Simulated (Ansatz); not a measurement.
## One element changed: vertical spin gaps of HGeF, HGeCl, HGeBr

Ansatz 0.2.0, basis cc-pVDZ; geometries are PBE0/def2-TZVP minima. Wave-function levels freeze the cores with the filled d shells of p-block atoms; HF, MP2 and coupled cluster are restricted for singlets and unrestricted otherwise, restricted open-shell where a d shell is frozen, Kohn–Sham unrestricted where that lies lower. The reference is CCSDT(Q) or CCSDTQ (coupled cluster only where its series has nearly closed). Semilocal and hybrid functionals correlate all electrons outside any core potential and usually lie nearer their basis limit than the reference, so part of their error here is the reference's basis and frozen-core error; RPA and the MP2 part of double hybrids freeze the same cores as the reference. An error is the level's value less the reference. None of these values is a measured one. Energies are electronic, without zero-point terms. No spin–orbit coupling and no scalar relativity. The set is small: such energies can lie up to about 0.3 eV from the limit, spin gaps mostly less, so near ties and functionals' places can change in larger sets. The species are chosen: bound, without strong static correlation by their natural occupations or amplitudes, in their lowest spin state as far as vertical gaps and like structures tell, and with a ladder that closes on the reference, so errors are smaller than for species at large; levels whose determinant breaks symmetry or spin markedly are left out.

```csv
species,bonds (Å),quantity,symmetry of the states,reference,value (kcal/mol),error HF,error CCSD,error CCSD(T),error PBE,error wB97M-V
"HGeF, singlet","F–Ge 1.757, Ge–H 1.609, angle at Ge 94°","triplet less singlet, vertical",A' / A'',CCSDTQ,46.9,-10.2,-0.1,0.1,-0.9,2.5
"HGeBr, singlet","Ge–Br 2.339, Ge–H 1.598, angle at Ge 93°","triplet less singlet, vertical",A' / A'',CCSDTQ,41.3,-8.9,0.0,0.1,-0.8,2.6
```

Problem. One member is withheld: HGeCl, singlet (Cl–Ge 2.183, Ge–H 1.600, angle at Ge 94°), where PBE gives 42.0 kcal/mol for the triplet less singlet, vertical. Estimate from the other members what CCSDT(Q) gives.

Solution. The errors of PBE for the others average -0.9 kcal/mol; taking that off gives 42.9, which misses by 0.4, against 0.5 without the correction. The computed value at CCSDT(Q) is 42.5 kcal/mol. Errors against it: HF -9.4, CCSD -0.1, CCSD(T) 0.0, PBE -0.6, wB97M-V 2.7.

The reference falls from F to Br, by 5.6 kcal/mol in all.
